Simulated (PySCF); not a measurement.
# Spin-Hamiltonian simulation

Molecule: SMILES CC1=C[C@@H]1C#N, C₅H₅N.

Molfile (atoms numbered from 1):
```
C5H5N
     RDKit          3D

 11 11  0  0  0  0  0  0  0  0999 V2000
    1.4946    0.1434    0.1172 C   0  0  0  0  0  0  0  0  0  0  0  0
    0.0618   -0.1472   -0.0096 C   0  0  0  0  0  0  0  0  0  0  0  0
   -0.9640   -0.7535   -0.5157 C   0  0  0  0  0  0  0  0  0  0  0  0
   -1.2818    0.2795    0.5311 C   0  0  2  0  0  0  0  0  0  0  0  0
   -1.8348    1.5683    0.1563 C   0  0  0  0  0  0  0  0  0  0  0  0
   -2.2660    2.6020   -0.1423 N   0  0  0  0  0  0  0  0  0  0  0  0
    1.8333   -0.0352    1.1499 H   0  0  0  0  0  0  0  0  0  0  0  0
    2.0909   -0.4754   -0.5673 H   0  0  0  0  0  0  0  0  0  0  0  0
    1.6829    1.2057   -0.1045 H   0  0  0  0  0  0  0  0  0  0  0  0
   -1.4213   -1.4679   -1.1930 H   0  0  0  0  0  0  0  0  0  0  0  0
   -1.5912   -0.0320    1.5411 H   0  0  0  0  0  0  0  0  0  0  0  0
  1  2  1  0
  2  3  2  0
  3  4  1  0
  4  5  1  0
  5  6  3  0
  4  2  1  0
  1  7  1  0
  1  8  1  0
  1  9  1  0
  3 10  1  0
  4 11  1  1
M  END
```

Averaged over atoms made equivalent by symmetry, fast rotation or ring inversion, no solvent model, single conformer, no relativistic terms. Couplings computed with B3LYP/pcJ-1 (spin–dipole term only in couplings to heteroatoms); PBE0-D3(BJ)/def2-SVP geometry; GIAO PBE0/pcSseg-1 shieldings; PySCF 2.14.0 with density-fitted response routines.

Scale: ¹H (σref 31.27) vs TMS (reference shieldings calculated alike).

The 5-spin Hamiltonian (Zeeman plus full scalar coupling among like nuclei) was diagonalised exactly; lines are Lorentzian, 0.5 Hz wide, and the maxima above 3 % are listed with the tallest set to 100.

Peak list at 800 MHz for the spins H7/H8/H9/H10/H11:
δ in ppm (height): 6.505 (5), 6.503 (14), 6.500 (17), 6.500 (17), 6.497 (14), 6.495 (5), 2.281 (100), 2.279 (100), 1.661 (31), 1.659 (31)

**Question.** Extract the chemical shifts and coupling constants behind this pattern (give the signs of the calculation).

**Answer.** 
Shifts (ppm): H7/H8/H9 2.28, H10 6.50, H11 1.66.
Couplings (Hz): H7–H8, H7–H9, H8–H9: -16.9; H7–H10, H8–H10, H9–H10: -1.9; H7–H11, H8–H11, H9–H11: 0.1; H10–H11: -2.3.
These are the parameters used. A line list fixes at most the relative signs, and those only where coupling is strong; other parameter sets or atom labellings may fit too, and couplings well below the line width leave little trace. Couplings within a CH3 group never show.

Unscaled 3J(H,H) at this level run about 10 % above measured values.
